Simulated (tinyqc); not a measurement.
Worked calculation: geometry optimisation on the PBE/sto-6g surface (energies and gradients from PySCF), for NH3, spin multiplicity 1. One step of it, computed by the program tinyqc.

Problem. Step 1: move. Quasi-Newton step p = -H^(-1) g (first H = 1 times the unit matrix); steps longer than 0.3 bohr are cut back (factor 0.764 here).

positions at the start (bohr):
```
            x          y          z
1N  -0.039684   0.069920   0.895730
2H   1.642172   0.062361   0.022677
3H  -0.663294   1.337926  -0.043464
4H  -0.638727  -1.326588   0.098266
```

gradient (hartree/bohr):
```
              x            y            z
1N  -0.12498223   0.00269954  -0.19479456
2H  -0.06855146   0.00116557   0.00442750
3H   0.10443825  -0.17272646   0.10974859
4H   0.08909669   0.16885803   0.08061563
```

Give: positions after step 1.

Solution.

positions after step 1 (bohr):
```
         x       y       z
1N   0.056   0.068   1.045
2H   1.695   0.061   0.019
3H  -0.743   1.470  -0.127
4H  -0.707  -1.456   0.037
```
